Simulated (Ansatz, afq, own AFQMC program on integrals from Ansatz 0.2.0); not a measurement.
# Atomization energy of CHN, singlet

```xyz
3

N     0.0000    0.0000    0.0555
C     0.0000    0.0000   -1.1080
H     0.0000    0.0000    1.0525
```

Connectivity, by distances: NH–C.

Atoms in their ground-state spins without spin–orbit coupling (mostly on UHF) minus the molecule (RHF), without zero-point energy. The geometry is a stationary point, not shown to be a minimum.

Basis cc-pVDZ. Only valence electrons are correlated. Ansatz 0.2.0 and our own AFQMC program on the same integrals; the CISD trial comes from CCSD amplitudes, and released means the phaseless constraint is let go. Free projection: walkers drawn from exp(T), propagated without any constraint. Its projection time is finite, and what remains of the start isn't in its error. Uncertainties: one standard error, sampling alone. The errors of all members are added in quadrature.

No full CI on the walks' own integrals is used here; CCSDT(Q) serves as the reference and is uncertain by about the last step of the cluster series. Each member takes its own surest rung, up to full CI.

The best estimate is CCSD(T) at the basis-set limit (CBS: def2-TZVPP and def2-QZVPP, with their diffuse functions for anions and beside diffuse sets, CCSD(T) itself extrapolated) plus the step from CCSD(T) to CCSDT(Q) in cc-pVDZ. Rows without CBS are in cc-pVDZ, the functionals in def2-TZVP; B2PLYP and the wave-function rows carry a basis error of their own. Core correlation and relativity beyond core potentials are missing, and ± holds the sampling alone.

Cautions: other spins of the molecule weren't checked.

```csv
level,atomization energy (kJ/mol)
B3LYP,1249.5
CCSD,1089.0
PBE,1299.0
```

Problem. From these cheaper values, estimate the atomization energy at the level of the best estimate.

Solution. 1243.3 kJ/mol (best estimate, highest rung CCSDT(Q)).

```
      level  atomization energy (kJ/mol)  error against the best estimate (kJ/mol)
         HF                        759.6                                    -483.8
        MP2                       1148.9                                     -94.4
    CCSD(T)                       1114.4                                    -128.9
      CCSDT                       1114.6                                    -128.8
   CCSDT(Q)                       1116.9                                    -126.4
 free AFQMC                 1117.7 ± 1.8                              -125.6 ± 1.8
     HF/CBS                        794.1                                    -449.3
    MP2/CBS                       1279.3                                      36.0
CCSD(T)/CBS                       1240.9                                      -2.4
     r2SCAN                       1225.8                                     -17.5
       PBE0                       1241.4                                      -1.9
    wB97M-V                       1258.2                                      14.8
     B2PLYP                       1239.4                                      -3.9
```

Correlation beyond CCSD(T) adds 2.4 kJ/mol. Going to the basis-set limit adds 126.5 kJ/mol at CCSD(T). The perturbative (T) step is worth +25.5 kJ/mol. The functionals spread over 73.1 kJ/mol; PBE0 and B2PLYP come nearest and PBE is 55.6 kJ/mol too high.

Best estimates are given only where the step beyond CCSD(T) is under 0.3 eV and no member's determinant is very poor (T1 over 0.05, or 0.07 for open shells, ⟨S²⟩ too high by 0.3, two states mixed), so the hardest cases are missing from such tables.

The functionals ran in a triple-zeta set and keep a basis error of their own, a few kJ/mol for each bond in atomization energies and more for double hybrids, so close places among them and the extrapolated levels can swap.

CCSDT and higher add their correlation energy to the determinant of the CCSD(T) run, since their own runs factorise the integrals more tightly (a shift of under 2 meV). Free projections are given only where their last times agree within the noise and don't stop above the reference; a slow remainder of the start can still hide under it. Each member of a difference takes its own highest rung, so a best estimate needn't equal the limit plus the step of one row. A walk keeps the symmetry of its determinant, which the program's search chose and which needn't be the lowest solution, so a lower state of the same spin and another symmetry isn't excluded.
